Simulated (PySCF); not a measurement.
## TDDFT excited states: CCl4

CCl4.
SMILES: `ClC(Cl)(Cl)Cl`

Computed, not measured: TDDFT CAM-B3LYP/aug-cc-pVTZ, vertical, gas phase, core orbitals frozen in the response in PySCF 2.14.0, density-fitted response routines. Geometry: PBE0-D3(BJ)/def2-TZVP; no solvent, vibrations or thermal averaging.

What does the calculation give for the low-lying excited states?

| state | E (eV) | λ (nm) | f | symmetry | main configurations (H = HOMO, L = LUMO) |
| --- | --- | --- | --- | --- | --- |
| S1 | 6.24 | 198.6 | 0.0000 | – | H-2/H-1/H→L (≥81%) |
| S2 | 6.24 | 198.5 | 0.0000 | – | H-2/H-1/H→L (≥80%) |
| S3 | 6.25 | 198.5 | 0.0000 | – | H-2/H-1/H→L (≥86%) |
| S4 | 7.08 | 175.0 | 0.023 | T2 | H-5→L (50%), H-2/H-1/H→L+2 (≥14%), H-2/H-1/H→L+3 (≥13%) |
| S5 | 7.08 | 175.0 | 0.023 | T2 | H-4→L (50%), H-2/H-1/H→L+2 (≥12%), H-2/H-1/H→L+4 (≥12%) |
| S6 | 7.09 | 175.0 | 0.023 | T2 | H-3→L (48%), H-2/H-1/H→L+4 (≥11%), H-2/H-1/H→L+3 (≥11%) |
| S7 | 7.21 | 172.0 | 0.0000 | – | H-2/H-1/H→L+2 (≥23%), H-7→L (22%), H-2/H-1/H→L+3 (≥13%) |
| S8 | 7.21 | 172.0 | 0.0000 | – | H-2/H-1/H→L+4 (≥28%), H-6→L (22%), H-2/H-1/H→L+2 (≥17%) |

Triplets, Tamm–Dancoff:

```csv
state,E (eV),λ (nm),"main configurations (H = HOMO, L = LUMO)"
T1,5.63,220.4,H-2/H-1/H→L (≥76%)
T2,5.63,220.4,H-2/H-1/H→L (≥75%)
T3,5.63,220.3,H-2/H-1/H→L (≥75%)
```

The lowest singlet level (S1/S2/S3) comes at 199 nm (602 kJ/mol) in the vacuum ultraviolet; it is dark (f under 0.0005). The most intense listed level is S4/S5/S6 at 7.08 eV (175 nm, f = 0.069 summed), 0.84 eV above S1. S1/S2/S3, S4/S5/S6 and S7/S8 lie within about 0.01 eV of each other in each set; the point group Td has degenerate representations, and within a degenerate level the listed configurations can mix freely. Löwdin shares by element: HOMO (one of a set within 0.03 eV) chlorine 78% or more, carbon 13%; LUMO chlorine 85%. Weighted by f, the mean energy of these states is 7.08 eV. The listed states span 0.96 eV, and the widest gap between neighbours is 0.84 eV (S3 to S4). Orbital energies (eV): HOMO-3 -11.44, HOMO-2 -10.51, HOMO-1 -10.51, HOMO -10.51, LUMO -0.44, LUMO+1 0.65, LUMO+2 0.71. Symmetry labels in Td follow from the direction of the transition dipole and are given only for states with f of 0.002 or more. Orbitals of the list HOMO-3 to LUMO+2 that lie within 0.01 eV of each other are written together with a slash and their weights summed (≥ marks a lower bound); for degenerate orbitals outside that list single weights are arbitrary. Singlets were solved by full linear response, triplets in the Tamm–Dancoff approximation. The highest level found (7.81 eV, f 0.0000 so far) is left out, since the window may have cut off a degenerate partner.
